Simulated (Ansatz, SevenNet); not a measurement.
Equilibrium volume per atom (Å³/atom) of 20 elemental metals, computed with the machine-learned potential SevenNet-l3i5 (trained on PBE and PBE+U data) and with r²SCAN (Ansatz, a program for electronic structure, plane waves, PAW). The set holds measured phases with no doubt noted on the run or the magnetic state but for the caveats below. Solids without a value at one level (not run, failed, or a magnetic order lost), or held back for tests, aren't counted.

All rows, in order of the shift (worked out from unrounded values):

```json
[
 {"solid": "hcp Zn", "SevenNet-l3i5": "15.48", "r²SCAN": "14.47", "shift (%)": "-6.5"},
 {"solid": "α-phase Ga", "SevenNet-l3i5": "20.36", "r²SCAN": "19.19", "shift (%)": "-5.7"},
 {"solid": "body-centred tetragonal In", "SevenNet-l3i5": "27.69", "r²SCAN": "26.26", "shift (%)": "-5.2"},
 {"solid": "hcp Cd", "SevenNet-l3i5": "23.05", "r²SCAN": "21.99", "shift (%)": "-4.6"},
 {"solid": "hcp Tl", "SevenNet-l3i5": "31.25", "r²SCAN": "30.14", "shift (%)": "-3.6"},
 {"solid": "hcp Ru", "SevenNet-l3i5": "13.94", "r²SCAN": "13.49", "shift (%)": "-3.2"},
 {"solid": "white tin (β-Sn)", "SevenNet-l3i5": "28.37", "r²SCAN": "27.59", "shift (%)": "-2.7"},
 {"solid": "hcp Tc", "SevenNet-l3i5": "14.60", "r²SCAN": "14.20", "shift (%)": "-2.7"},
 {"solid": "hcp Re", "SevenNet-l3i5": "15.09", "r²SCAN": "14.70", "shift (%)": "-2.6"},
 {"solid": "hcp Os", "SevenNet-l3i5": "14.36", "r²SCAN": "14.02", "shift (%)": "-2.4"},
 {"solid": "hcp Lu", "SevenNet-l3i5": "29.54", "r²SCAN": "29.01", "shift (%)": "-1.8"},
 {"solid": "hcp Co", "SevenNet-l3i5": "10.81", "r²SCAN": "10.64", "shift (%)": "-1.6"},
 {"solid": "hcp Mg", "SevenNet-l3i5": "22.92", "r²SCAN": "22.57", "shift (%)": "-1.5"},
 {"solid": "hcp Hf", "SevenNet-l3i5": "22.47", "r²SCAN": "22.35", "shift (%)": "-0.5"},
 {"solid": "hcp Be", "SevenNet-l3i5": "7.94", "r²SCAN": "7.91", "shift (%)": "-0.5"},
 {"solid": "hcp Ti", "SevenNet-l3i5": "17.37", "r²SCAN": "17.31", "shift (%)": "-0.3"},
 {"solid": "hcp Zr", "SevenNet-l3i5": "23.48", "r²SCAN": "23.50", "shift (%)": "+0.1"},
 {"solid": "double-hcp La", "SevenNet-l3i5": "37.15", "r²SCAN": "37.27", "shift (%)": "+0.3"},
 {"solid": "hcp Sc", "SevenNet-l3i5": "24.72", "r²SCAN": "24.92", "shift (%)": "+0.8"},
 {"solid": "hcp Y", "SevenNet-l3i5": "32.89", "r²SCAN": "33.48", "shift (%)": "+1.8"}
]
```

The shift from SevenNet-l3i5 to r²SCAN has a median of -2.1 %, and eight in ten lie between -5.2 % and +0.4 %; r²SCAN is the larger in 4 of 20.

Ansatz's runs of these crystals have no spin polarisation, but for hcp Co. A magnetic state wasn't tried for hcp Sc, hcp Ti, hcp Y with meta-GGA or hybrid levels, which favour moments.

Density-functional runs with spin start from parallel moments for hcp Co.

Spin–orbit coupling is left out, also for the solids with elements from indium on (body-centred tetragonal In, hcp Os, white tin (β-Sn), double-hcp La, hcp Tl, hcp Re, hcp Hf, hcp Lu); its size isn't shown.

Ansatz's density-functional and Hartree–Fock values are scalar-relativistic unless marked +SOC, with PAW data made under PBE.
